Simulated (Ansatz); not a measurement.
The input, for Ansatz 0.2.0:

```yaml
crystal:
  periodic: [false, false, false]
  atoms:
    - {symbol: B, position_ang: [0.000000, 0.000000, 0.251900]}
    - {symbol: Al, position_ang: [0.000000, 0.000000, -1.688900]}
    - {symbol: H, position_ang: [0.000000, 0.000000, 1.437000]}
basis:
  gaussian: {orbitals: 6-31G}
total_charge: 1
magnetization: {spin_polarized: false, initial_magnetization: 4}
correlation: {method: sc_nevpt2, electrons: all, active_space: {window: {electrons: 6, orbitals: 7}}}
output: {forces: true}
```

```sh
$ ansatz run in.yaml --threads 1 --pin off --events-out ev --progress --plain --max-ram 2393MiB
```

Output:

```
296 factors; integrals over basis functions are off by at most 2.5e-4 eV
mean field evaluation 1: about -7254.0656 eV, gradient 1.1e1 eV
mean field evaluation 2: about -7254.0716 eV, gradient 1.1e1 eV
mean field evaluation 4: about -7255.1970 eV, gradient 1.9e0 eV
mean field evaluation 8: about -7255.3832 eV, gradient 3.5e-1 eV
mean field evaluation 16: about -7254.1405 eV, gradient 4.8e0 eV
mean field -7255.38744509 eV, -266.6305707289 hartree, gradient 2.6e-6 eV, S^2 6.000000; 2 other end points of the search recorded, 0 dependent functions left out
reference -7255.38744509 eV, -266.6305707289 hartree; 11, 7 occupied and 13, 17 virtual orbitals, 296 factors
state -7256.01817730 eV, -266.6537497102 hartree
state -7256.01817730 eV, -266.6537497102 hartree; corrected -7256.89144787 eV, -266.6858418116 hartree
state -7255.95138954 eV, -266.6512953049 hartree
state -7255.95138954 eV, -266.6512953049 hartree; corrected -7256.87275590 eV, -266.6851548944 hartree
state -7256.01817730 eV, -266.6537497102 hartree; corrected -7256.89144787 eV, -266.6858418116 hartree
the calculation of the forces begins
Total energy: -7256.89144787 eV, -266.6858418116 hartree
Atom 0 at     0.000000     0.000000     0.251900 Å, force    -0.000000     0.000000     0.460652 eV/Å
Atom 1 at     0.000000     0.000000    -1.688900 Å, force     0.000000    -0.000000    -1.970638 eV/Å
Atom 2 at     0.000000     0.000000     1.437000 Å, force     0.000000     0.000000     1.509986 eV/Å
Dipole moment:    -0.000000     0.000000    -0.087103 e Å
```

Forces (eV/Å):
```
B    0.000  0.000  0.461
Al   0.000  0.000 -1.971
H    0.000  0.000  1.510
```

Ran on 1 thread of Arm Neoverse V2, shared host: 0.7 s wall, 0.15 GiB peak host memory.
